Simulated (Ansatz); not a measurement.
This geometry of Cl + H4OSi (7 atoms, charge 0, multiplicity 2) is a first-order saddle point.

Theory: UKS B3LYP/def2-mTZVP in Ansatz 0.2.0.

```xyz
7
Properties=species:S:1:pos:R:3
Si -0.011 -0.019 -0.070
H -0.026 0.018 1.861
H 1.402 0.069 -0.493
O -0.794 1.277 -0.732
H -1.757 1.321 -0.666
H -0.649 -1.316 -0.418
Cl -0.017 -0.029 3.295
```

Which two structures does it join? (They come from a converged band through this point; their orientation in space is the band's.)

Bonds broken: Si1–H2. Cl + H4OSi becomes ClH + H3OSi.

Image 0:

```xyz
7
Properties=species:S:1:pos:R:3
Si 0.006 -0.037 -0.033
H -0.003 0.019 1.573
H 1.410 0.057 -0.471
O -0.788 1.265 -0.655
H -1.745 1.323 -0.544
H -0.631 -1.330 -0.376
Cl -0.100 0.023 3.282
```

Image 8:

```xyz
7
Properties=species:S:1:pos:R:3
Si -0.002 -0.026 -0.178
H 0.000 0.004 2.176
H 1.395 0.066 -0.662
O -0.799 1.283 -0.809
H -1.759 1.323 -0.712
H -0.647 -1.316 -0.554
Cl -0.039 -0.015 3.515
```

How far does it lie above each of them?

0.039 eV above the first and 0.008 eV above the second. This is the barrier of this one path; another mechanism may lie lower.

The run took 2.7 min on 2 threads of Intel(R) Xeon(R) Platinum 8259CL CPU @ 2.50GHz (Skylake/Cascade Lake), on a shared host, peak memory 0.22 GiB.
